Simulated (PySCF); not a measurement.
**Löwdin shares of the frontier orbitals**

Species: HSiF (singlet state).
Atom-mapped SMILES: `[F:1][SiH:2]` (hydrogens: H3 on Si2)

Geometry (PBE0-D3(BJ)/def2-SVP, Å), atoms numbered from 1 in this order:
```xyz
3
FHSi angstrom
F      1.2348   -0.2906   -0.0060
Si    -0.0680    0.6989   -0.0252
H     -1.1439   -0.4134    0.0061
```

Theory: PySCF 2.14.0, density-fitted response routines, TDDFT CAM-B3LYP/def2-SVPD, vertical, gas phase, core orbitals frozen in the response.

Frontier orbitals with the atoms that hold most of them (Löwdin shares over 4%, at most four atoms; ? is withheld):

```csv
orbital,ε (eV),atoms
LUMO+2,1.62,"Si2 80%, H3 13%, F1 6%"
LUMO+1,0.93,"Si2 71%, F1 16%, H3 13%"
LUMO,?,?
HOMO,-8.37,"Si2 66%, H3 21%, F1 13%"
HOMO-1,-12.99,?
HOMO-2,-14.19,"F1 92%, Si2 8%"
HOMO-3,-14.36,"F1 81%, Si2 13%, H3 6%"
```

**Question.** Which atoms hold the LUMO, and with what shares?

**Answer.** Si2 (bonded to F and H) 75%; F1 (bonded to Si) 15%; H3 (bonded to Si) 10%.

**Question.** Which atoms hold the HOMO-1, and with what shares?

**Answer.** Si2 (bonded to F and H) 39%; F1 (bonded to Si) 38%; H3 (bonded to Si) 23%.

**Question.** What is the LUMO energy, and the HOMO–LUMO gap?

**Answer.** ε(LUMO) = -1.60 eV; the gap is 6.77 eV (0.2488 hartree).

**Question.** How does S1 compare with the orbital gap of 6.77 eV?

**Answer.** S1 is at 2.92 eV (f = 0.020), 3.85 eV below the gap, made of HOMO→LUMO (98%). Without the coupling terms of the response equations the lowest excitation would equal the gap.

**Question.** One configuration dominates each of S1, S2, S4 and S8. Which, and how do the shares of the two leading atoms of either orbital change from the occupied to the empty one?

**Answer.** 
- S1 (2.92 eV, f 0.020), HOMO→LUMO (98%): Si2 66% → 75%, H3 21% → 10%, F1 13% → 15%
- S2 (5.74 eV, f 0.071), HOMO→LUMO+1 (92%): Si2 66% → 71%, H3 21% → 13%, F1 13% → 16%
- S4 (7.56 eV, f 0.051), HOMO-1→LUMO (92%): Si2 39% → 75%, F1 38% → 15%
- S8 (8.95 eV, f 0.013), HOMO-2→LUMO (91%): F1 92% → 15%, Si2 8% → 75%

Löwdin shares depend on the basis, the more so with diffuse functions.

Hardware: one thread, x86-64 server, no GPU, on a shared host. Cost: 3.7 s.
